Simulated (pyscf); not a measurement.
## Routes from O=Si(Cl)–Cl + H₂O

Candidate steps break at most two bonds and form at most two. Each was searched with GFN2-xTB (tblite) first. Optimised with ωB97X-D3(BJ)/def2-SVP in PySCF. Correlated levels are frozen-core, on RHF or UHF. ΔMP2 is the change of the MP2 total energy from the triple- to the quadruple-zeta basis. Energies: CCSD(T)/def2-TZVPP + ΔMP2(QZVPP), kJ/mol, from the separated reactants, singlet surface; ΔG‡ with ideal gas, 1 atm, RRHO with modes under 100 cm⁻¹ raised to 100, one conformer, R ln 2 for chiral ones without a mode under 150 cm⁻¹.

| products | type | ΔE‡ | ΔE | ΔG‡ 298 K | ΔG‡ 900 K | ν‡ (cm⁻¹) |
|---|---|---|---|---|---|---|
| HO–Si(OH)(Cl)–Cl | addition across a multiple bond or ene-type step | -80.0 | -308.5 | -37.8 | 53.7 | 873i |
| O=Si(OH)–Cl + HCl | four-centre exchange | 4.1 | -25.2 | 41.6 | 133.5 | 803i |

Row 1: On the reactant side the descent ends in an adduct with a O–Si contact, 106.9 kJ/mol under the separated species and 16.5 kJ/mol under the saddle at ωB97X-D3(BJ)/def2-TZVP. Row 2: On the reactant side the descent ends in an adduct with a O–Si contact, 106.9 kJ/mol under the separated species and 102.4 kJ/mol under the saddle at ωB97X-D3(BJ)/def2-TZVP. On the product side the descent ends in a complex, 25.2 kJ/mol under the separated species and 40.9 kJ/mol under the saddle at ωB97X-D3(BJ)/def2-TZVP. 

Plain bond fissions and candidates not yet searched are not listed, and one of them may be faster. Each barrier is that of the saddle found; lower ones may exist. The CCSD(T) − MP2 part came from Ansatz, without density fitting, on the same reference.
